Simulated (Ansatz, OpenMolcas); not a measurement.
**Strength of the O–Mg bond: CH4MgO → CH3O + MgH**

Species: CH4MgO `C[O][MgH]`, singlet; CH3O `C[O]`, doublet; MgH, doublet. 

Shapes, held fixed at every level: PBE0-D4/def2-TZVP. Programs: Ansatz 0.2.0, OpenMolcas 26.06. A level may come from different programs for different species; with the same settings they agree closely. The zero-point and thermal change to 298 K, harmonic and unscaled (PBE0-D4/def2-TZVP), is -14.1 kJ/mol.

```csv
level,kind,ΔH(298 K) (kJ/mol),less CCSD(T)/def2-TZVPP
HF/def2-TZVPP,Hartree–Fock,+264.6,-134.1
SPW92/def2-TZVPP,LDA,+428.9,+30.2
PBE-D4/def2-TZVPP,GGA,+376.0,-22.7
r2SCAN-D4/def2-TZVPP,meta-GGA,+376.0,-22.7
B3LYP/6-31G* (spherical functions),global hybrid,+372.8,-25.9
wB97M-V/def2-TZVPP,range-separated hybrid,+405.4,+6.7
wB97X-V/def2-TZVPP,range-separated hybrid,+399.0,+0.3
CCSD(T)/def2-TZVPP,coupled cluster or CI,+398.7,0.0
```

The highest level, CCSD(T)/def2-TZVPP, gives ΔH(298 K) = +398.7 kJ/mol; the levels span +264.6 to +428.9. The column of differences is taken from that level and isn't an error. Hartree–Fock misses the correlation of the pair that is broken and comes out low. No measured value is set beside it here. Open shells run unrestricted unless RO is named. Correlated rows may include outer-core shells of Mg, which these sets cover unevenly.
